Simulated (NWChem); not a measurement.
Correlation energy of methyl formate (C2H4O2)

```
O
C 1 1.3298
O 2 1.1970 1 125.51
H 2 1.1102 3 125.27 1 -179.99
C 1 1.4198 2 115.91 4 179.97
H 5 1.0959 1 106.37 2 -179.01
H 5 1.1000 6 110.25 1 -120.27
H 5 1.1002 6 110.19 7 -119.53
```
Charge 0, spin multiplicity 1.

The numbers come from NWChem runs, not from measurements. Structure: optimised with PBE0/def2-SVP, a minimum by its harmonic frequencies. It is one conformer; others weren't searched.

Basis set: cc-pVDZ. Each correlation energy counts from its own Hartree-Fock reference.

The correlated methods keep 4 core orbitals frozen. Coupled-cluster values serve here as a point of comparison, not as the truth.

Question: For the correlation energy, RI-MP2 gives -637.2 mHa and MP2 gives -637.1 mHa. What do SCS-MP2, CCSD, CCSD+T(CCSD) give?

Answer: SCS-MP2: -622.9 mHa; CCSD: -664.4 mHa; CCSD+T(CCSD): -686.2 mHa.
